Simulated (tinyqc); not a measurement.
Inside a calculation. Method: CCSD on RHF in the sto-3g basis, frozen core, for H2O, spin multiplicity 1. One step of it, computed by the program tinyqc.

Problem. CCSD: starting amplitudes. t_ij^ab = <ij||ab> / (e_i + e_j - e_a - e_b), whose energy is MP2.

orbital energies (hartree): MO1 -20.279450, MO2 -1.195591, MO3 -0.512007, MO4 -0.440740, MO5 -0.392145, MO6 0.439511, MO7 0.514904

Two-electron integrals over orbitals (pq|rs), unique and non-zero (hartree); the lowest 1 orbital is frozen and left out:
```
(22|22) 0.726807    (32|32) 0.125442    (33|22) 0.609481    (33|33) 0.584006
(42|22) -0.032518   (42|33) 0.002386    (42|42) 0.129373    (43|32) 0.027728
(43|43) 0.059670    (44|22) 0.649016    (44|33) 0.555830    (44|42) -0.085025
(44|44) 0.667185    (52|52) 0.152614    (53|53) 0.026147    (54|52) -0.043461
(54|54) 0.045524    (55|22) 0.758260    (55|33) 0.596682    (55|42) -0.083633
(55|44) 0.670732    (55|55) 0.880159    (62|22) 0.126028    (62|33) 0.065318
(62|42) 0.037104    (62|44) 0.051957    (62|55) 0.132789    (62|62) 0.093613
(63|32) -0.031389   (63|43) -0.039034   (63|63) 0.071712    (64|22) 0.140008
(64|33) 0.052910    (64|42) -0.058598   (64|44) 0.131978    (64|55) 0.163152
(64|62) 0.055786    (64|64) 0.111603    (65|52) 0.047347    (65|54) 0.008130
(65|65) 0.033344    (66|22) 0.593395    (66|33) 0.544425    (66|42) 0.041334
(66|44) 0.545216    (66|55) 0.579990    (66|62) 0.092145    (66|64) 0.059258
(66|66) 0.580226    (72|32) 0.057978    (72|43) -0.030209   (72|63) 0.028361
(72|72) 0.069154    (73|22) 0.171450    (73|33) 0.089558    (73|42) -0.080293
(73|44) 0.130789    (73|55) 0.206518    (73|62) 0.063387    (73|64) 0.111850
(73|66) 0.048614    (73|73) 0.165015    (74|32) -0.071297   (74|43) -0.020173
(74|63) 0.056815    (74|72) -0.016087   (74|74) 0.073750    (75|53) 0.023847
(75|75) 0.024584    (76|32) 0.078672    (76|43) 0.066170    (76|63) -0.062385
(76|72) -0.004416   (76|74) -0.062217   (76|76) 0.108830    (77|22) 0.598918
(77|33) 0.572522    (77|42) -0.016425   (77|44) 0.562906    (77|55) 0.597209
(77|62) 0.056613    (77|64) 0.051708    (77|66) 0.544867    (77|73) 0.089979
(77|77) 0.582842
```

Give: Starting amplitudes; correlation energy.

Solution.

Starting amplitudes (spin orbitals 1a, 1b, ...; amplitudes related by a flip of all spins are not repeated):
```
from      to        t
3a 3b  7a 7b  -0.0803
4a 4b  6a 6b  -0.0634
3a 4b  6b 7a   0.0586
4a 4b  7a 7b  -0.0386
3a 3b  6a 6b  -0.0377
3a 4b  6a 7b  -0.0298
3a 4a  6a 7a   0.0289
2a 2b  6a 6b  -0.0286
2a 3b  6a 7b  -0.0238
2a 4b  6a 6b  -0.0222
2a 2b  7a 7b  -0.0202
5a 5b  6a 6b  -0.0200
5a 5b  7a 7b  -0.0136
2a 3a  6a 7a  -0.0132
2a 3b  6b 7a   0.0107
2a 4b  7a 7b   0.0060
```

correlation energy = -0.057855 hartree
